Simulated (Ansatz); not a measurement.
# C3H2: the cost of one run

Computed with Ansatz 0.2.0 (the levels named in each step, unless a step's input says otherwise).

## (1) Starting point

Bond lengths: C1–C2 1.272 Å, C2–C3 1.324 Å, C3–H4 1.082 Å, C3–H5 1.082 Å. Angles: C1–C2–C3 179.8°, C2–C3–H4 121.7°, C2–C3–H5 121.5°, H4–C3–H5 116.8°.

Structure file:

```xyz
5

C     1.3103   -0.0683   -0.4547
C     0.1099   -0.0071   -0.0383
C    -1.1393    0.0603    0.3954
H    -1.7174    0.9714    0.3221
H    -1.6305   -0.7953    0.8401
```

## (2) A rough first relaxation, PBE-D4/def2-SVP

This run stands in another session on the same molecule. It ended at:

```xyz
5

C     1.3473   -0.0701   -0.4677
C     0.1183   -0.0071   -0.0413
C    -1.1445    0.0599    0.3973
H    -1.7380    0.9923    0.3232
H    -1.6501   -0.8140    0.8531
```

## (3) Relaxation, PBE0-D4/def2-TZVPP

This run stands in another session on the same molecule. It ended at:

```xyz
5

C     1.3155   -0.0692   -0.4566
C     0.1062   -0.0056   -0.0369
C    -1.1385    0.0598    0.3952
H    -1.7188    0.9766    0.3209
H    -1.6314   -0.8006    0.8420
```

## (4) Relaxation, CCSD(T)/cc-pV(T+d)Z

File input.yaml:

```yaml
crystal:
  periodic: [false, false, false]
  atoms:
    - { symbol: C, position_ang: [1.31546686, -0.06919919, -0.45659242] }
    - { symbol: C, position_ang: [0.10616071, -0.00564924, -0.03686061] }
    - { symbol: C, position_ang: [-1.13845089, 0.05980676, 0.39515817] }
    - { symbol: H, position_ang: [-1.71876157, 0.97663787, 0.320873] }
    - { symbol: H, position_ang: [-1.63137512, -0.80056621, 0.84197185] }
basis:
  gaussian: { orbitals: "cc-pV(T+d)Z.json" }
correlation:
  method: ccsd_t
relax:
  f_tol: 0.002
  max_steps: 40
```

Run with:

```console
ansatz run input.yaml --threads 4 --pin off --max-ram 10240MiB --backend cpu --events-out ev --progress --plain --runs-dir out
```

What time and memory should one allow on 4 threads of Arm Neoverse V2, shared host?

About 64 s, with a peak of 0.94 GiB.
